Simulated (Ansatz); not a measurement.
The input, for Ansatz 0.2.0:

```yaml
crystal:
  periodic: [false, false, false]
  atoms:
    - {symbol: Al, position_ang: [0.000000, 0.000000, 0.000000]}
    - {symbol: Cl, position_ang: [0.000000, 0.000000, 2.303900]}
basis:
  gaussian: {orbitals: STO-3G}
magnetization: {spin_polarized: false, initial_magnetization: 2}
hamiltonian: {xc: hf}
output: {forces: true, orbitals: {seedname: orbitals}}
```

```sh
$ ansatz run in.yaml --threads 1 --pin off --events-out ev --progress --plain --max-ram 2393MiB
```

Output:

```
186 factors; integrals over basis functions are off by at most 8.6e-6 eV
mean field evaluation 1: about -18870.5125 eV, gradient 7.5e0 eV
mean field evaluation 2: about -18870.5245 eV, gradient 7.5e0 eV
mean field evaluation 4: about -18871.1929 eV, gradient 8.2e-1 eV
mean field evaluation 8: about -18871.2037 eV, gradient 1.2e-5 eV
mean field -18871.20369664 eV, -693.5039444903 hartree, gradient 1.4e-5 eV, S^2 2.000000; 0 other end points of the search recorded, 0 dependent functions left out
the calculation of the forces begins
reference -18871.20369664 eV, -693.5039444903 hartree; 16, 14 occupied and 2, 4 virtual orbitals, 186 factors
Total energy: -18871.20369664 eV, -693.5039444903 hartree
Atom 0 at     0.000000     0.000000     0.000000 Å, force     0.000000     0.000000     2.564291 eV/Å
Atom 1 at     0.000000     0.000000     2.303900 Å, force    -0.000000    -0.000000    -2.564291 eV/Å
Dipole moment:     0.000000     0.000000    -1.235484 e Å
```

Forces (eV/Å):
```
Al   0.000  0.000  2.564
Cl   0.000  0.000 -2.564
```

Ran on 1 thread of Arm Neoverse V1, shared host: 0.12 s wall, 0.06 GiB peak host memory.
